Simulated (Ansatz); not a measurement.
Basis or method: Sn–H bond energy of SnH₄

SnH4, singlet; coordinates (Å): Sn 0.000 0.000 0.000; H 0.979 0.987 0.985; H -0.989 -0.980 0.982; H -0.978 0.980 -0.992; H 0.989 -0.988 -0.975. Quantity: Sn–H bond energy, to SnH3 (doublet) + H.

Ansatz 0.2.0, basis def2-SVP or def2-TZVPP; geometries are PBE0/def2-TZVP minima. Wave-function levels freeze the cores with the filled d shells of p-block atoms; HF, MP2 and coupled cluster are restricted for singlets and unrestricted otherwise, atoms included (their steps beyond CCSDT(Q) come from restricted open-shell runs), restricted open-shell where a d shell is frozen, Kohn–Sham unrestricted where that lies lower. NEVPT2 and MRCISD+Q stand on CASSCF in the full valence space, and MRCISD+Q is size-consistent only roughly. The reference is CCSDT(Q) or CCSDTQ (coupled cluster only where its series has nearly closed). Semilocal and hybrid functionals correlate all electrons outside any core potential and usually lie nearer their basis limit than the reference, so part of their error here is the reference's basis and frozen-core error; RPA and the MP2 part of double hybrids freeze the same cores as the reference. None of these values is a measured one. Energies are electronic, without zero-point terms. No spin–orbit coupling; scalar relativity only by core potentials past Kr. The species are chosen: bound, without strong static correlation by their natural occupations or amplitudes, in their lowest spin state as far as vertical gaps and like structures tell, and with a ladder that closes on the reference, so errors are smaller than for species at large; levels whose determinant breaks symmetry or spin markedly are left out.

```tsv
level	def2-SVP (kcal/mol)	def2-TZVPP (kcal/mol)
reference	75.2 (CCSDTQ)	78.6 (CCSDT(Q))
CCSD(T)	75.2	78.6
NEVPT2	73.2	75.9
MRCISD+Q	75.3	78.7
PBE	75.6	76.2
r2SCAN	76.4	77.1
B2PLYP	76.7	78.3
RPA-PBE	75.3	77.3
```

From def2-SVP to def2-TZVPP the reference moves by 3.4 kcal/mol and PBE by 0.6; the step from CCSD(T) to the reference is 0.0 in the first and 0.0 in the last.
